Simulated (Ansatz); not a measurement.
Molecule: dilithium, Li2, net charge 0, singlet state. SMILES: [Li][Li]
Geometry from a B3LYP-D3(BJ)/def2-TZVP (Ansatz, a program for electronic structure) optimisation:
```
Li
Li 1 2.7220
```

Quantity: atomisation energy, in kcal/mol. Terms: non-relativistic; 6-311+G** with 5d; 6-31G* and kin with 6d, 5d where marked; spin-orbit terms left out; UHF or UKS for open shells; atomisation electronic, to ground-state atoms. First-principles rows: single points at B3LYP-D3(BJ) geometries (Ansatz).

| level | program | atomisation energy (kcal/mol) |
|---|---|---|
| PBE/STO-3G | Ansatz | 24.1 |
| PBE/6-31G* | Ansatz | 19.6 |
| BLYP/6-31G* | Ansatz | 20.3 |
| B3LYP/6-31G* | Ansatz | 20.3 |
| B3LYP/6-31+G* | Ansatz | 20.3 |
| B3LYP/6-311+G** | Ansatz | 20.8 |
| PBE/def2-TZVPD | Ansatz | 19.7 |
| wB97X-V/def2-TZVPD | Ansatz | 20.3 |

No value to compare with is used here. The 6 habitual levels span 19.6 (PBE/6-31G*) to 24.1 kcal/mol (PBE/STO-3G); wB97X-V/def2-TZVPD gives 20.3.

The levels are drawn from those run, B3LYP/6-31G* more often than the rest, none by its result; runs whose electronic state is in doubt are left out.
